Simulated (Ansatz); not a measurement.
A calculation with Ansatz (development build ahead of 0.2.0).

```yaml
crystal:
  periodic: [false, false, false]
  atoms:
    - { symbol: Al, position_ang: [0.0, 0.0, 0.0] }
    - { symbol: Si, position_ang: [1.33213, 1.77617, 3.84553] }
basis:
  gaussian: { orbitals: "6-31G" }
magnetization:
  initial_magnetization: 3
hamiltonian:
  xc: hf
correlation:
  method: fci
  frozen_orbitals: { Al: 5, Si: 5 }
```

The input is written out in the form of the current development build from the run's settings.

Results

```yaml
Converged: yes
Total_energy: -530.74831 hartree
State: lowest quartet root, of any spatial symmetry
```
